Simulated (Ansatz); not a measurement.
# C2H5NO: vertical ionisation energy

An exercise on one series of results from a longer session: the logs are not shown, and one member is left open.

Method: unrestricted cation, the program's frozen cores in correlated methods; program: Ansatz 0.2.0, Gaussian basis.

Plan: UKS PBE-D4/def2-TZVPP; UKS r2SCAN-D4/def2-TZVPP; UKS PBE0-D4/def2-TZVPP; UKS B3LYP-D4/def2-TZVPP; UKS wB97X-V/def2-TZVPP; UKS wB97M-V/def2-TZVPP; UKS B2PLYP/def2-TZVPP; UHF-CCSD(T)/def2-TZVPP; UHF-MP2/def2-QZVPP; extrapolation to the limit; then −ε(HOMO) from the neutral's earlier runs with LDA (SPW92), PBE-D4, revPBE-D4, BLYP-D4, r2SCAN-D4, B97M-V, PBE0-D4, B3LYP-D4, r2SCANh-D4, r2SCAN0-D4, HSE06-D4, BHLYP-D4, CAM-B3LYP-D4, LC-ωPBE, ωB97X-V, ωB97M-V.

### The relaxed structure

All runs share one geometry, relaxed beforehand with PBE0-D4 in a triple-zeta def2 set.

SMILES `CC(N)=O`, 9 atoms, charge 0, spin multiplicity 1.

Atoms are counted from 1 here; the program's logs count them from 0.

Bond lengths: C1–C2 1.509 Å, C1–H5 1.091 Å, C1–H6 1.091 Å, C1–H7 1.090 Å, C2–N3 1.357 Å, C2–O4 1.212 Å, N3–H8 1.002 Å, N3–H9 1.005 Å. Angles: C2–C1–H5 108.4°, C2–C1–H6 113.9°, C2–C1–H7 108.5°, H5–C1–H6 109.0°, H5–C1–H7 107.5°, H6–C1–H7 109.4°, C1–C2–N3 115.7°, C1–C2–O4 122.1°, N3–C2–O4 122.2°, C2–N3–H8 122.4°, C2–N3–H9 118.3°, H8–N3–H9 119.3°.

Coordinates:

```
C    -0.5056    0.8013   -0.5473
C     0.4633   -0.3203   -0.2637
N     0.3775   -0.8727    0.9731
O     1.2612   -0.7070   -1.0901
H    -1.1787    0.4812   -1.3445
H    -1.0969    1.1036    0.3179
H     0.0567    1.6584   -0.9185
H    -0.2840   -0.5580    1.6569
H     0.9950   -1.6330    1.1993
```

Set-up of the first run:

Input file in.yaml:

```yaml
crystal:
  periodic: [false, false, false]
  atoms:
    - {symbol: C, position_ang: [-0.505560, 0.801284, -0.547307]}
    - {symbol: C, position_ang: [0.463337, -0.320312, -0.263731]}
    - {symbol: N, position_ang: [0.377470, -0.872695, 0.973105]}
    - {symbol: O, position_ang: [1.261172, -0.706954, -1.090127]}
    - {symbol: H, position_ang: [-1.178703, 0.481224, -1.344537]}
    - {symbol: H, position_ang: [-1.096878, 1.103615, 0.317917]}
    - {symbol: H, position_ang: [0.056718, 1.658409, -0.918469]}
    - {symbol: H, position_ang: [-0.284031, -0.557979, 1.656862]}
    - {symbol: H, position_ang: [0.994974, -1.632990, 1.199288]}
basis:
  gaussian: {orbitals: def2-TZVPP}
total_charge: 1
magnetization: {spin_polarized: true, initial_magnetization: 1}
hamiltonian: {xc: pbe, dispersion: d4}
```

Started as:

```bash
$ ansatz run in.yaml --threads 4 --pin off --events-out ev --progress --plain --max-ram 10444MiB
```

Steps of the session up to this table: Cation, UKS PBE-D4/def2-TZVPP; Cation, UKS r2SCAN-D4/def2-TZVPP; Cation, UKS PBE0-D4/def2-TZVPP; Cation, UKS B3LYP-D4/def2-TZVPP; Cation, UKS wB97X-V/def2-TZVPP; Cation, UKS wB97M-V/def2-TZVPP; Cation, UKS B2PLYP (frozen core)/def2-TZVPP; Cation, UHF-CCSD(T)/def2-TZVPP; Cation, UHF-MP2/def2-QZVPP.

One table of the session follows, with a row left open; its other results are not shown here.

It belongs to the step «Ionisation energies side by side». For comparison, −ε(HOMO) of the neutral from earlier runs:

| functional | −ε(HOMO) (eV) |
| --- | --- |
| LDA (SPW92) | 5.83 |
| PBE-D4 | 5.65 |
| revPBE-D4 | 5.58 |
| BLYP-D4 | 5.57 |
| r2SCAN-D4 | 5.97 |
| B97M-V | 6.12 |
| PBE0-D4 | 7.31 |
| B3LYP-D4 | 7.06 |
| r2SCANh-D4 | 6.59 |
| r2SCAN0-D4 | 7.54 |
| HSE06-D4 | 6.90 |
| BHLYP-D4 | 8.93 |
| CAM-B3LYP-D4 | 8.80 |
| LC-ωPBE | ? |
| ωB97X-V | 9.80 |
| ωB97M-V | 9.76 |

**Question.** Estimate the row for LC-ωPBE.

As computed: −ε(HOMO) (eV): 10.12. In the column «−ε(HOMO) (eV)» it is the highest.
